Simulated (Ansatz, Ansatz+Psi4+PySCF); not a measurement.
```xyz
2

Al    0.0000    0.0000   -0.8037
N     0.0000    0.0000    0.8037
```

Basis set: cc-pVTZ on N; cc-pV(T+d)Z on Al (spherical functions). Left uncorrelated: 6 orbitals. Charge 0, multiplicity 3.

Computed with Ansatz (development build ahead of 0.2.0); the reference of a correlated method needn't be the lowest determinant of its kind.

Q: Give the atomization energy at this shape (free ground-state atoms in the same class of orbitals less the molecule, no zero-point energy) of triplet AlN by UHF-BCCD(T), UHF-CCSD(T).

A:

```tsv
method	atomization energy
UHF-BCCD(T)	1.74 eV
UHF-CCSD(T)	1.73 eV
```

Caution: the reference determinant was not shown to be the lowest; the shape is not the minimum.
